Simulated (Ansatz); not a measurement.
Relaxation of C₃H₄N₂O (10 atoms, charge 0, multiplicity 1), to a largest force component of 0.02 eV/Å in at most 50 steps.

These are results of Ansatz 0.2.0, RKS PBE0-D4/STO-3G, not measurements.

```xyz
10
Properties=species:S:1:pos:R:3
N -0.580 -1.759 -0.710
C -0.313 -0.526 -0.213
N -0.960 0.162 0.705
C -0.086 1.301 0.848
C 0.909 1.224 -0.025
O 0.823 0.074 -0.697
H 0.161 -2.235 -1.129
H -1.206 -2.256 -0.151
H -0.412 2.091 1.593
H 1.746 1.873 -0.218
```

**Question.** Where does it end, and by what steps?

**Answer.** The run converged. Limits of this set-up: minimal basis. After 10 steps the energy has fallen by 0.700 eV; H7 moved furthest, 0.18 Å.

| step | energy less start (eV) | largest force component (eV/Å) | accepted |
| --- | --- | --- | --- |
| 0 | 0.0000 | 3.290 | yes |
| 1 | -0.5645 | 1.466 | yes |
| 2 | -0.6027 | 1.206 | yes |
| 3 | -0.6532 | 0.863 | yes |
| 4 | -0.6896 | 0.277 | yes |
| 5 | -0.6971 | 0.141 | yes |
| 6 | -0.6992 | 0.098 | yes |
| 7 | -0.6997 | 0.021 | yes |
| 8 | -0.7000 | 0.032 | yes |
| 9 | -0.7003 | 0.034 | yes |
| 10 | -0.7003 | 0.009 | yes |

```xyz
10
Properties=species:S:1:pos:R:3
N -0.654 -1.760 -0.843
C -0.254 -0.543 -0.207
N -0.911 0.118 0.766
C -0.123 1.313 0.873
C 0.917 1.292 -0.003
O 0.875 0.095 -0.746
H 0.182 -2.372 -1.010
H -1.304 -2.263 -0.194
H -0.383 2.090 1.596
H 1.738 1.977 -0.229
```

Whether the end is a true minimum wasn't checked by a vibrational analysis.

Run time: 25 s on 1 thread of Arm Neoverse V2 (shared host), peak memory 0.12 GiB.
